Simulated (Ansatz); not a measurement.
Correlation energies of `[SiH2]N[SiH3]` radical by basis set

Z-matrix (Å, degrees):
```
Si
N 1 1.731
H 1 1.488 2 111.1
H 1 1.483 2 106.9 3 -119.8
H 1 1.488 2 112.0 3 120.2
Si 2 1.730 1 128.1 3 127.0
H 2 1.011 1 116.2 3 -62.8
H 6 1.494 2 108.7 1 -150.4
H 6 1.491 2 107.7 1 -30.5
```

Total charge 0; spin multiplicity 2. The geometry is a stationary point of PBE0-D4/def2-TZVP. Frozen core, unrestricted reference, Ansatz. CBS rows extrapolate triple and quadruple zeta; past MP2 they add the triple-zeta difference.

```csv
basis,HF (Eh),MP2 corr.,CCSD corr.,(T),CCSD(T) total
def2-SVP,?,-0.35565,?,?,?
def2-TZVPP,-635.86099,?,-0.49155,-0.01743,?
def2-QZVPP,-635.88262,-0.47847,–,–,–
CBS(def2),-635.88560,-0.50249,-0.54799,as TZ,-636.45102
```

(1) Fill in the withheld values. (An estimate is asked.)

## Answers

(1) The calculation gave: def2-SVP HF (Eh): -635.58164; def2-SVP CCSD corr.: -0.40400; def2-SVP (T): -0.01021; def2-SVP CCSD(T) total: -635.99585; def2-TZVPP MP2 corr.: -0.44605; def2-TZVPP CCSD(T) total: -636.36997.
